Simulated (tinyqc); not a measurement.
Ways to converge the cycle: SCF convergence aids in the sto-3g basis, for LiH+, spin multiplicity 2. Computed by the program tinyqc with PySCF. UHF with one setting changed at a time; a run stops when the energy changes by less than 1e-09 hartree and the error matrix is below 1e-5. The start is the Wolfsberg-Helmholz matrix. Damping d keeps d of the old density; a shift (hartree) raises the virtual levels; DIIS n extrapolates F over n matrices.

Geometry (angstrom):

| atom | x | y | z |
|---|---|---|---|
| Li | 0.0000 | 0.0000 | 0.0000 |
| H | 0.0000 | 0.0000 | 3.0750 |

lowest solution found by these runs and by PySCF with stability checks = -7.608134 hartree

Largest element of the error matrix X^T (FDS - SDF) X:

| iteration | plain | damping 0.3 | damping 0.6 | shift 0.4 | DIIS 3 | DIIS 8 |
|---|---|---|---|---|---|---|
| 1 | 1.6e-01 | 1.6e-01 | 1.6e-01 | 1.6e-01 | 1.6e-01 | 1.6e-01 |
| 2 | 7.0e-02 | 9.8e-02 | 1.2e-01 | 1.2e-01 | 7.0e-02 | 7.0e-02 |
| 3 | 2.6e-02 | 5.6e-02 | 9.5e-02 | 8.3e-02 | 8.3e-03 | 8.3e-03 |
| 4 | 1.0e-02 | 3.2e-02 | 7.2e-02 | 5.3e-02 | 1.1e-03 | 1.1e-03 |
| 5 | 3.9e-03 | 1.8e-02 | 5.5e-02 | 3.4e-02 | 8.6e-05 | 8.7e-05 |
| 6 | 1.6e-03 | 1.0e-02 | 4.1e-02 | 2.1e-02 | 1.9e-05 | 3.5e-07 |
| 8 | 2.8e-04 | 3.3e-03 | 2.3e-02 | 8.7e-03 | - | - |
| 10 | 5.0e-05 | 1.1e-03 | 1.3e-02 | 3.6e-03 | - | - |
| 14 | - | 1.3e-04 | 4.2e-03 | 7.6e-04 | - | - |
| 20 | - | 5.8e-06 | 7.8e-04 | 7.5e-05 | - | - |
| 30 | - | - | 5.1e-05 | - | - | - |

How each run ends:

| run | iterations | E (hartree) | state |
|---|---|---|---|
| plain | 13 | -7.608134 | lowest found |
| damping 0.3 | 21 | -7.608134 | lowest found |
| damping 0.6 | 40 | -7.608134 | lowest found |
| shift 0.4 | 26 | -7.608134 | lowest found |
| DIIS 3 | 7 | -7.608134 | lowest found |
| DIIS 8 | 7 | -7.608134 | lowest found |

What does the comparison show, and why?

6 of 6 runs reach the lowest solution found, in 7 to 40 iterations (fastest: DIIS 3, DIIS 8). Plain steps already contract here, so damping only slows them. DIIS 3 and DIIS 8 gain by cancelling the error over several earlier matrices, much as a quasi-Newton step does.
